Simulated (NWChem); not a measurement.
# acetic acid (C$_{2}$H$_{4}$O$_{2}$); SMILES CC(=O)O

```xyz
8

C     -0.0342     1.3883     0.0000
C      0.1062    -0.1045     0.0000
O     -1.0893    -0.7160     0.0000
O      1.1418    -0.7142     0.0000
H      0.9582     1.8512     0.0000
H     -0.6027     1.7099    -0.8848
H     -0.6027     1.7099     0.8848
H     -0.9060    -1.6682     0.0000
```
Atoms are numbered in this order, from 1.

Program: NWChem. Geometry: optimised at PBE0/def2-SVP. Level: PBE0/def2-SVP with SMD (1 M gas to 1 M solution), gas-phase geometry.

What does the run give for solvent n-hexane? Quantities: solvation free energy (kcal/mol); cavity-dispersion-structure term (kcal/mol); dipole in solution (D).


```yaml
solvation free energy (kcal/mol): -3.5
cavity-dispersion-structure term (kcal/mol): -1.5
dipole in solution (D): 1.79
```
